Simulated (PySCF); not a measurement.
Relaxation of triplet P₄

Level of theory: UPBE/[P def2-SVP], no relativity, density fitting, PySCF. A (50,194) grid was used.

A hand-made rhombus start, of D2h symmetry, held to at least that symmetry:

```xyz
4
charge 0 multiplicity 3, angstrom
P     0.0000    1.1100    0.0000
P     0.0000   -1.1100    0.0000
P     1.9226    0.0000    0.0000
P    -1.9226    0.0000    0.0000
```

**Question.** What does it relax to?

**Answer.** It ends at D2h with P–P 2.156 Å (×4), P–P 2.548 Å; P–P–P 53.8° (×4), P–P–P 72.5° (×2), P–P–P 107.5° (×2). A frequency run shows a minimum. Other isomers or separated fragments may lie lower.

**Question.** How much energy is released, and in how many steps?

**Answer.** 47.0 kJ/mol in 5 steps.

The relaxation took about 2.2 core-minutes on a shared host.
